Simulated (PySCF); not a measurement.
# Basis set benchmark on one molecule

Molecule: SMILES O=C(Cl)C1CC1, C4H5ClO.

Numbering as in the mapped SMILES `[O:1]=[C:2]([Cl:3])[CH:4]1[CH2:5][CH2:6]1`. Each H is labelled by its parent atom. Ha(C5), Ha(C6) are cis to C2 on the ring; Hb(C5), Hb(C6) are trans to C2 on the ring.

Geometry PBE0-D3(BJ)/def2-SVP throughout; GIAO in PySCF, gas phase, one conformer, non-relativistic; equivalent atoms averaged; functional PBE0.

Reference values (measured; solution, not stated per compound (mostly CDCl3 or CCl4); Pretsch, Buehlmann, Badertscher, Structure Determination of Organic Compounds, 4th ed. (2009)): δ(H(C4)) = 2.11 ppm. Computed shifts are taken against TMS, calculated as an isolated molecule at each level.

Question: How do the basis sets pcSseg-0, cc-pVDZ, aug-cc-pVDZ, cc-pVTZ, IGLO-III perform against the reference? Times are CPU seconds on 1 thread of an Arm Neoverse V1, shared host.

Answer: 
```
  basis set  functions  H(C4)  abs. error H  core-s
   pcSseg-0         68   1.48          0.63     4.7
    cc-pVDZ        113   1.47          0.64     9.5
aug-cc-pVDZ        187   1.86          0.25      18
    cc-pVTZ        254   1.76          0.35      30
   IGLO-III        269   1.79          0.32      27
```

For 1H the closest is aug-cc-pVDZ (0.25 ppm) and the furthest cc-pVDZ (0.64 ppm). Where a smaller basis beats a larger one, errors probably cancel. One molecule is a small sample, and vibrational and solvent effects are absent from the calculation.

A small basis that lands close on one nucleus may do so by chance; judge by the trend and by all nuclei.
